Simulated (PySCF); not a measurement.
Compound: N-phenylpyrrole, C10H9N.
Atom-mapped SMILES: `[cH:1]1[cH:2][cH:3][c:4](-[n:5]2[cH:6][cH:7][cH:8][cH:9]2)[cH:10][cH:11]1` (hydrogens: H12 on C1; H13 on C2; H14 on C3; H15 on C6; H16 on C7; H17 on C8; H18 on C9; H19 on C10; H20 on C11)

Structure used (PBE0-D3(BJ)/def2-SVP), in Å, numbered top down from 1:
```
atom  x, y, z in Å
C1    -3.845    0.232   -0.719
C2    -3.206    0.717    0.420
C3    -1.818    0.815    0.465
C4    -1.054    0.443   -0.646
N5     0.349    0.549   -0.610
C6     1.234   -0.314   -1.216
C7     2.512    0.119   -0.951
C8     2.402    1.296   -0.158
C9     1.062    1.532    0.038
C10   -1.695   -0.035   -1.795
C11   -3.082   -0.147   -1.823
H12   -4.934    0.150   -0.748
H13   -3.792    1.010    1.295
H14   -1.318    1.160    1.372
H15    0.877   -1.193   -1.746
H16    3.428   -0.366   -1.281
H17    3.217    1.911    0.219
H18    0.550    2.346    0.546
H19   -1.102   -0.297   -2.673
H20   -3.571   -0.520   -2.725
```

Method used: PBE0-D3(BJ)/def2-SVP geometry optimisation, gas phase in PySCF.

Masses are those of the commonest isotopes; rigid-rotor values at the optimised geometry. The values belong to one conformer with, in the numbering `[cH:1]1[cH:2][cH:3][c:4](-[n:5]2[cH:6][cH:7][cH:8][cH:9]2)[cH:10][cH:11]1`, C3–C4–N5–C6 145°.

Question: Give the principal moments of inertia and the rotational constants in MHz.

Answer: Ia = 143.52, Ib = 716.41, Ic = 835.05 u·Å²; 505379 MHz·u·Å²/I gives A = 3521, B = 705.4, C = 605.2 MHz.

Question: Classify the top.

Answer: A near-prolate asymmetric top: κ = (2 × 705.4 − 3521 − 605.2)/(3521 − 605.2) = -0.93.

Question: Is it planar, by Δ = Ic − Ia − Ib?

Answer: Not planar: Δ = Ic − Ia − Ib = -24.88 u·Å². For a rigid frame Δ = −2 Σ m c², so Σ m c² = 12.44 u·Å² lies off the ab plane: 2.98 from hydrogen and 9.46 from heavier atoms. The atom farthest from that plane is 0.84 Å away.

Question: Give the other two planar moments, Paa and Pbb, and the rms extents of the mass along the axes.

Answer: Paa = Σ m a² = (Ib + Ic − Ia)/2 = 703.97 and Pbb = Σ m b² = (Ia + Ic − Ib)/2 = 131.08 u·Å². With the mass M = 143.07 u, the rms extents √(P/M) along a, b and c are 2.22, 0.96, 0.29 Å.

Question: Where do the levels up to J = 2 lie, in MHz?

Answer: Above 0(0,0):
J = 1: 1(0,1) 1311, 1(1,1) 4127, 1(1,0) 4227
J = 2: 2(0,2) 3929, 2(1,2) 6648, 2(1,1) 6948, 2(2,1) 15396, 2(2,0) 15399
Those of J = 1 are B + C, A + C and A + B.

Question: Which types of transition are allowed, and where do some lines up to J = 4 fall?

Answer: The dipole components are |μa| = 1.55 D, |μb| = 0.00 D, |μc| = 0.00 D; the symmetry axis of this C2 structure is a, so μb and μc vanish by symmetry and there are no b-type or c-type lines. Some lines, for components of 0.1 D or more:

```csv
type,branch,"J(Ka,Kc)",MHz,lower level (cm⁻¹)
a,Q,"2(1,1) ← 2(1,2)",301,0.222
a,Q,"3(1,2) ← 3(1,3)",601,0.348
a,Q,"4(1,3) ← 4(1,4)",1002,0.516
a,R,"1(0,1) ← 0(0,0)",1311,0.000
a,R,"2(1,2) ← 1(1,1)",2521,0.138
a,R,"2(0,2) ← 1(0,1)",2619,0.044
a,R,"2(1,1) ← 1(1,0)",2721,0.141
a,R,"3(1,3) ← 2(1,2)",3780,0.222
a,R,"3(0,3) ← 2(0,2)",3921,0.131
a,R,"3(2,2) ← 2(2,1)",3932,0.514
a,R,"3(2,1) ← 2(2,0)",3942,0.514
a,R,"3(1,2) ← 2(1,1)",4081,0.232
a,R,"4(1,4) ← 3(1,3)",5037,0.348
a,R,"4(0,4) ← 3(0,3)",5216,0.262
a,R,"4(2,3) ← 3(2,2)",5241,0.645
a,R,"4(3,2) ← 3(3,1)",5248,1.123
a,R,"4(3,1) ← 3(3,0)",5248,1.123
a,R,"4(2,2) ← 3(2,1)",5267,0.645
a,R,"4(1,3) ← 3(1,2)",5438,0.368
```

PBE0-D3(BJ)/def2-SVP frequencies: not computed here. Zero-point vibration and centrifugal distortion are left out. Quadrupole hyperfine structure (14N) is left out.

The run took 5.8 min on one thread, Arm Neoverse N1 (aarch64), shared host with 64 logical CPUs at a one-minute load of 61, and the process peaked at 0.87 GiB of memory. These figures are those of the optimisation.
